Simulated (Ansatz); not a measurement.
A made-up structure of C$_{2}$HO (charge +1), closed shell:

```xyz
4
angstrom
C 1.0412 -0.3747 0.5320
C -0.0674 0.2840 -0.1358
O -0.2512 -0.8985 0.2575
H -0.7879 -1.6580 0.5333
```

It is relaxed with PBE-D4/def2-SVP and then PBE0-D4/def2-TZVP (Ansatz 0.2.0). Atoms count as bonded within 1.22 times the sum of their covalent radii (H–H: 0.88 Å). The end point is not checked to be a true minimum.

Question: Does its bonding change? (A judgement: the text doesn't fix the answer.)

Answer: By the calculation: No: no bond forms or breaks.

Where it ends: The first stage lowers the energy by 0.68 eV in 5 steps. It ends as C₂HO ([C]1[C][OH]1), total charge +1:
| atom | x (Å) | y (Å) | z (Å) |
| --- | --- | --- | --- |
| C1 | 1.0640 | -0.4015 | 0.5373 |
| C2 | -0.0994 | 0.3581 | -0.1989 |
| O3 | -0.2108 | -0.9115 | 0.3465 |
| H4 | -0.8191 | -1.6923 | 0.5021 |

Labels in which every atom is bracketed show which atoms are joined, not bond orders.

For scale, one of the runs: PBE0-D4/def2-TZVP relaxation, 99 basis functions, launched by `ansatz run in.yaml --threads 2 --pin off --events-out ev --progress --plain --max-ram 4352MiB`. Hardware: 2 CPU threads of an Arm Neoverse V1, shared host. Wall time about 4 s.
